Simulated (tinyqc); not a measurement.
A ladder of methods, and size consistency: correlation methods against full CI in the sto-3g basis, for HF, spin multiplicity 1. Computed by the program tinyqc with PySCF. 

Geometry (angstrom):

| atom | x | y | z |
|---|---|---|---|
| F | 0.0000 | 0.0000 | 0.0000 |
| H | 0.0000 | 0.0000 | 1.1320 |

RHF energy of one = -98.543722 hartree

All electrons correlated; +Q is the Davidson correction (1 - c0^2) E_corr. The last columns treat two copies 100 angstrom apart as one system. FCI is the lowest singlet.

Correlation energies (hartree):

| method | E_corr of one | share of FCI (%) | E_corr of two at 100 angstrom | two minus twice one (mhartree) |
|---|---|---|---|---|
| MP2 | -0.02866 | 61.478 | -0.05731 | 0.000 |
| CISD | -0.04661 | 100.000 | -0.08989 | 3.336 |
| CISD+Q | -0.04841 | 103.853 | -0.09610 | 0.723 |
| CCSD | -0.04661 | 100.000 | -0.09323 | 0.000 |
| CCSD(T) | -0.04661 | 100.000 | -0.09323 | 0.000 |
| FCI | -0.04661 | 100.000 | - | - |

MP2 recovers 61 %, CISD 100.0 % and CCSD 100.0 % of the FCI value (c0^2 = 0.961 in CISD). MP2 and coupled cluster are size consistent, so their last column vanishes; CISD loses 3.34 mhartree, since a double excitation on each copy is a quadruple of the pair, and the Davidson correction leaves +0.72. With two electrons, or one virtual orbital, CISD and CCSD are exact for one copy, so +Q overshoots there.
